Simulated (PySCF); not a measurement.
## How far each method lies from full CI for Al2⁺, doublet

Geometry: that of the Al2, triplet, kept fixed.

```xyz
2

Al    0.0000    0.0000    0.0000
Al    0.0000    0.0000    2.4788
```

Basis cc-pVDZ; PySCF 2.14.0. Only valence electrons are correlated (noble-gas cores frozen), which leaves 5 electrons in 26 orbitals. Prefix R: restricted or restricted open-shell reference; prefix U: unrestricted.

Full CI is exact within this basis and frozen core; it isn't the basis-set limit. The frozen core follows each run's orbitals, which can shift R against U totals by a few meV.

HF rows: RHF is the determinant under the cluster runs. The determinant for coupled cluster was chosen by a search with trial CCSD, here up to 0.06 eV above the lowest Hartree–Fock solution of its kind, and MP2 stands on that determinant too.

- UHF ⟨S²⟩: 0.802
- ⟨S²⟩ of the determinant under UCCSD: 0.764
- T1 diagnostic (ROHF- or RHF-based CCSD): 0.0248
- largest doubles amplitude (ROHF- or RHF-based CCSD): 0.167

| level | E − E(RHF) (eV) |
| --- | --- |
| RMP2 | -2.0520 |
| RCCSD | -2.7841 |
| RCCSD(T) | -2.9097 |

Problem. Estimate how far full CI in cc-pVDZ lies from RCCSD(T). The table doesn't fix it; the size of (T) and the diagnostics are the guide.

Solution. Full CI in cc-pVDZ lies 1.15 kcal/mol below RCCSD(T), which is 40 % of the (T) step (-2.90 kcal/mol). A doubles amplitude is large, and the rest is a large part of (T). The miss exceeds 1 kcal/mol.

The other levels:

```csv
level,E − E(full CI) (kcal/mol),share of correlation (%),wall time
RCCSDT,0.17,99.74,4.6 s
```

The correlation energy at full CI, counted from RHF, is -2.960 eV. Full CI, over all symmetries tried, took 16 s on 1 thread of Arm Neoverse V1, shared host; the state has 105,592 determinants.

Run but not shown, since their state, orbitals or frozen core can't be matched to the reference's or they repeat it: UHF, UMP2, UCCSD, UCCSD(T), UCCSDT.

Times are those of the correlated step on a shared host, with one SCF added for the restricted CCSD run; they ran on 1 thread of Arm Neoverse V1.

The full-CI state has the irrep B2u of D2h, in the program's axes (one component, if the state is degenerate).

Natural occupations of full CI about the gap: 1.912 1.814 0.958 0.117 0.055 0.046 0.030 0.018 0.010 0.009; effectively unpaired electrons, Σ n²(2−n)², 1.21.
